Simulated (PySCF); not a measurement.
**Spin-orbit coupling and the first ionisation energy along group 13**

Two-component X2C-1e calculated with PySCF 2.14: MP2 on generalised Hartree-Fock spinors (GMP2), with spin-orbit coupling off and on (screened by Boettger's factors); no Breit or QED terms. Values in eV; the references (NIST) lie between the lowest levels. Elements whose determinants are no pure J levels are left out.

```json
{"element": "B (x2c-TZVPall-2c with one added diffuse shell each of s, p, d type, 1s2 frozen)", "configurations": "[He] 2s2 2p1 → [He] 2s2", "spin-free": "8.253", "with spin-orbit": "8.254", "shift": "0.001", "reference": "8.298"}
{"element": "Ga (x2c-TZVPall-2c with one added diffuse shell each of s, p, d type, [Ne] frozen)", "configurations": "[Ar] 3d10 4s2 4p1 → [Ar] 3d10 4s2", "spin-free": "5.815", "with spin-orbit": "5.882", "shift": "0.067", "reference": "5.999"}
{"element": "In (x2c-TZVPall-2c with one added diffuse shell each of s, p, d, f type, [Ar] 3d10 frozen)", "configurations": "[Kr] 4d10 5s2 5p1 → [Kr] 4d10 5s2", "spin-free": "5.434", "with spin-orbit": "5.622", "shift": "0.188", "reference": "5.786"}
{"element": "Tl (x2c-TZVPall-2c with one added diffuse shell each of s, p, d, f type, [Kr] 4d10 4f14 frozen)", "configurations": "[Xe] 4f14 5d10 6s2 6p1 → [Xe] 4f14 5d10 6s2", "spin-free": "5.234", "with spin-orbit": "5.932", "shift": "0.698", "reference": "6.108"}
```

Estimate the missing row, Al (x2c-TZVPall-2c with one added diffuse shell each of s, p type, [Ne] frozen).

The calculation gives spin-free 5.797; with spin-orbit 5.805; shift 0.009. The reference value is 5.986.

The largest shift is at Tl, 0.698 eV, where spin-orbit coupling lowers the species with more electrons by more than the one with fewer (starting occupations 6p1/2^1 and closed).

What remains against the references is mostly the basis and correlation beyond MP2.
